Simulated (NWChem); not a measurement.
What each level costs for CH2

```
C
H 1 1.1231
H 1 1.1231 2 100.29
```
Charge 0, spin multiplicity 1.

The numbers come from NWChem runs, not from measurements. All single points use one geometry, from B3LYP/def2-SVP, a minimum by its harmonic frequencies.

Basis set: cc-pVQZ (115 functions). Each entry is one whole single-point run; the coupled-cluster runs use the TCE module, and the SCF and DFT modules converge to different thresholds.

The correlated methods keep 1 core orbital frozen. B3LYP has NWChem's definition, with VWN1-RPA local correlation. The structure started from a generated list of species.

Question: Roughly how much processor time does each of these take, relative to RHF: MP2, RI-MP2, B2PLYP, PBE, B3LYP, PBE0, CR-CCSD(T)?

Answer: PBE0 about the same, within a factor of 3; B3LYP about the same, within a factor of 3; PBE about the same, within a factor of 3; RI-MP2 about the same, within a factor of 3; B2PLYP about the same, within a factor of 3; MP2 about the same, within a factor of 3; CR-CCSD(T) about 10 (rough ratios from shared machines).
